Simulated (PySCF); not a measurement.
Isomers of C5H5Cl, one conformer each; single-point electronic energies without zero-point terms and without any empirical dispersion term.

All values: B3LYP/def2-SVPD (PySCF, non-relativistic), each on one gas-phase PBE0-D3(BJ)/def2-SVP geometry that isn't relaxed in the solvent. The solvent is an IEF-PCM continuum (van der Waals radii × 1.2). Specific hydrogen bonds and non-electrostatic terms are outside this model.

```
         isomer  relative energy, gas (kcal/mol)  dipole (D)
  `C(=C)C#CCCl`                              0.0        2.04
  `C#C/C=C\CCl`                              0.7        1.84
`CC1=CC/1=C\Cl`                             14.4        4.49
  `C=C1C=C1CCl`                             18.5        0.51
```

Problem. How do the relative energies look in tetrahydrofuran (ε = 7.426)?

Solution. 
| isomer | relative energy, solvent (kcal/mol) | E(solvent) − E(gas) (kcal/mol) | dipole in solvent (D) |
| --- | --- | --- | --- |
| `C(=C)C#CCCl` | 0.0 | -3.5 | 2.56 |
| `C#C/C=C\CCl` | 0.4 | -3.8 | 2.29 |
| `CC1=CC/1=C\Cl` | 13.4 | -4.4 | 5.65 |
| `C=C1C=C1CCl` | 17.9 | -4.1 | 0.79 |

The order is unchanged. Conformers: `[CH:1]#[C:2]/[CH:3]=[CH:4]\[CH2:5][Cl:6]` with C3–C4–C5–Cl6 -120°; `[CH2:1]=[C:2]1[CH:3]=[C:4]1[CH2:5][Cl:6]` with C3–C4–C5–Cl6 0°. `CC1=CC/1=C\Cl` gains most from the continuum, and it has the largest gas-phase dipole. The gains span 0.9 kcal/mol, the gas-phase energies 18.5 kcal/mol.
